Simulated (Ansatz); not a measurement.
# N2H3 (hydrazinyl radical): U-wB97X/def2-TZVP

What is the vertical ionisation energy of N2H3 (hydrazinyl radical) at U-wB97X/def2-TZVP? 

Program for the calculation: Ansatz 0.2.0.

28 further runs of the same task are left out: 28 set aside as unsound or not needed.

**1. The molecule**

N2H3: 5 atoms, total charge 0, spin state doublet. SMILES: `[NH]N`. The shape is that of a PBE0-D4/def2-TZVP optimisation. This is one conformer, not always the lowest.

Bond lengths: N1–N2 1.338 Å, N1–H3 1.021 Å, N2–H4 1.008 Å, N2–H5 1.012 Å. Angles: N1–N2–H4 113.9°, N1–N2–H5 120.9°, N2–N1–H3 106.1°, H4–N2–H5 114.6°.

**2. A single-point energy at U-wB97X/def2-TZVP**

Contents of in.yaml:

```yaml
crystal:
  periodic: [false, false, false]
  atoms:
    - symbol: "N"
      position_ang: [-0.187600, -0.818050, 0.454040]
    - symbol: N
      position_ang: [-0.128660, 0.235610, -0.368450]
    - symbol: H
      position_ang: [0.759840, -0.951450, 0.811270]
    - symbol: H
      position_ang: [-1.030950, 0.592300, -0.640030]
    - symbol: H
      position_ang: [0.587360, 0.941580, -0.256830]
basis:
  gaussian: {orbitals: def2-TZVP}
hamiltonian: {xc: {name: wB97X}}
output: {orbitals: {seedname: orbitals}}
magnetization: {spin_polarized: true, initial_magnetization: 1}
accuracy: high
```

Run with:

```sh
$ ansatz run in.yaml --threads 1 --pin off --max-ram 3480MiB --events-out events.jsonl --progress --plain --runs-dir runs
```

What it wrote:

```text
Warning: RAYON_NUM_THREADS=1 ignored (pool sized by the plan → 1); use --threads N
Functional definition: wB97X
  name "wB97X"
  parameter omega = 0.3/bohr
  parameter cx = 0.157706
  parameter cx1 = 0.726479
  parameter cx2 = 1.04760
  parameter cx3 = -5.70635
  parameter cx4 = 13.2794
  parameter css1 = -4.33879
  parameter css2 = 18.2308
  parameter css3 = -31.7430
  parameter css4 = 17.2901
  parameter cos1 = 2.37031
  parameter cos2 = -11.3995
  parameter cos3 = 6.58405
  parameter cos4 = -3.78132
  exchange = spin_sum(e_x_unif_sr(omega)*poly(b97_u_x, 1 - cx, cx1, cx2, cx3, cx4)) + cx*exact_x_sr(omega)
      + exact_x_lr(omega)
  correlation = spin_sum(e_c_pw_same_spin*poly(b97_u_same, 1, css1, css2, css3, css4))
      + integral(e_c_pw_opposite_spin*poly(b97_u_opposite, 1, cos1, cos2, cos3, cos4))
1425 factors; integrals over basis functions are off by at most 3.0e-9 eV
217 factors; integrals over basis functions are off by at most 2.7e-9 eV
mean field evaluation 1: about -3024.5426 eV, gradient 2.5e1 eV
mean field evaluation 2: about -3025.6760 eV, gradient 2.0e1 eV
mean field evaluation 4: about -3027.0781 eV, gradient 9.2e-1 eV
mean field evaluation 8: about -3027.1396 eV, gradient 5.3e-2 eV
mean field evaluation 16: about -3027.1397 eV, gradient 2.7e-4 eV
mean field -3027.13968465 eV, -111.2453315418 hartree, gradient 1.4e-8 eV, S^2 0.754769; 0 other end points of the search recorded, 0 dependent functions left out
reference -3027.13968244 eV, -111.2453314608 hartree; 9, 8 occupied and 71, 72 virtual orbitals, 1425 factors
Total energy: -3027.13968244 eV, -111.2453314608 hartree
```

Wall time 22 s (1 thread of Arm Neoverse V1, shared host); peak memory 0.4 GiB.

**3. The singlet cation at the same level**

Contents of in.yaml:

```yaml
crystal:
  periodic: [false, false, false]
  atoms:
    - {symbol: N, position_ang: [-0.187600, -0.818050, 0.454040]}
    - {symbol: "N", position_ang: [-0.128660, 0.235610, -0.368450]}
    - {symbol: H, position_ang: [0.759840, -0.951450, 0.811270]}
    - {symbol: H, position_ang: [-1.030950, 0.592300, -0.640030]}
    - {symbol: H, position_ang: [0.587360, 0.941580, -0.256830]}
basis:
  gaussian: {orbitals: def2-TZVP}
output: {orbitals: {seedname: orbitals}}
accuracy: high
hamiltonian: {xc: {name: wB97X}}
total_charge: 1
```

Run with:

```sh
$ ansatz run in.yaml --threads 1 --pin off --max-ram 3480MiB --events-out events.jsonl --progress --plain --runs-dir runs
```

What it wrote, cut to the lines that bear on the results:

```text
Warning: RAYON_NUM_THREADS=1 ignored (pool sized by the plan → 1); use --threads N
[... 2 set-up lines as earlier in the session ...]
[...]
      + exact_x_lr(omega)
[...]
      + integral(e_c_pw_opposite_spin*poly(b97_u_opposite, 1, cos1, cos2, cos3, cos4))
1425 factors; integrals over basis functions are off by at most 3.0e-9 eV
217 factors; integrals over basis functions are off by at most 2.7e-9 eV
[...]
mean field -3018.76088669 eV, -110.9374163963 hartree, gradient 3.5e-8 eV, S^2 0.000000; 0 other end points of the search recorded, 0 dependent functions left out
reference -3018.76088466 eV, -110.9374163218 hartree; 8, 8 occupied and 72, 72 virtual orbitals, 1425 factors
Total energy: -3018.76088466 eV, -110.9374163218 hartree
```

Wall time 9 s (1 thread of Arm Neoverse V1, shared host); peak memory 0.25 GiB.

**4. Outcome**

Level: U-wB97X/def2-TZVP.

```
                                          quantity          value
                        doublet N2H3: total energy  -111.24533 Eh
  doublet N2H3: HOMO energy (highest over α and β)       -7.88 eV
   doublet N2H3: LUMO energy (lowest over α and β)        1.63 eV
                                doublet N2H3: ⟨S²⟩          0.755
                      singlet cation: total energy  -110.93742 Eh
                       singlet cation: HOMO energy      -20.15 eV
                       singlet cation: LUMO energy       -8.86 eV
                     singlet cation: HOMO–LUMO gap       11.29 eV
vertical ionisation energy (to the singlet cation)       8.379 eV
```

What this shows: The vertical ionisation energy comes to 8.38 eV (193 kcal/mol). Only the singlet of the ionised species was computed; a triplet could lie lower.
